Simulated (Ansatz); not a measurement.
Working through the interaction energy of a dimer with the counterpoise correction of N₂

Program: Ansatz's Python interface.

The cells in order, each with its output:

In [1]:
```python
import ansatz as az
import numpy as np
```

In [2]:
```python
FIRST = [
    ('N', (0.0, 0.0, -0.655)),
    ('N', (0.0, 0.0, 0.655)),
]
SECOND = [
    ('N', (-3.29, -0.7218, -1.2037)),
    ('N', (-2.7831, 0.3508, -0.6482)),
]

def energy(atoms, ghosts=()):
    molecule = az.Crystal.molecule()
    for symbol, xyz in atoms:
        molecule = molecule.atom(symbol, xyz)
    calc = (
        molecule.calculation()
        .basis(gaussian='def2-SVP')
        .functional('b3lyp')
    )
    deck = calc.input()
    if ghosts:
        deck = deck.set(az.key.basis.gaussian.ghost_atoms, [{'symbol': s, 'position_ang': list(xyz)} for s, xyz in ghosts])
    return az.Session.from_dict(deck).plan().execute().report['free_energy_ev']
```

In [3]:
```python
direction = np.array([-0.9549, -0.0583, -0.2912])
print('shift (A)   counterpoise-corrected interaction (kcal/mol)')
for shift in (-0.3, 0.0, 0.4, 1.0, 2.0):
    moved = [(s, tuple(np.round(np.array(xyz) + shift * direction, 4))) for s, xyz in SECOND]
    gain = energy(FIRST + moved) - energy(FIRST, moved) - energy(moved, FIRST)
    print(f'{shift:8.2f} {23.060548 * gain:14.3f}')
```
```text
shift (A)   counterpoise-corrected interaction (kcal/mol)
   -0.30          5.656
    0.00          2.046
    0.40          0.543
    1.00          0.096
    2.00          0.002
```

Reading the output:
- The dimer is a generated trial pose of unrelaxed monomers, not a minimum, so the figure is no binding energy, and the basis set is small.
- b3lyp holds the VWN-RPA fit, as in Gaussian; the form of ORCA and Turbomole is b3lyp5.
- This level lacks the dispersion part of the attraction (electrostatics and induction are there), which can decide the sign where the interaction is weak.
- The spin state was assumed, and another may lie lower.
- Wall time of the script: 9.8 s on 1 thread of Arm Neoverse V1, with other jobs on the host, peak memory 0.17 GiB.

(Lines on the test bed's own set-up are left out of the output.)
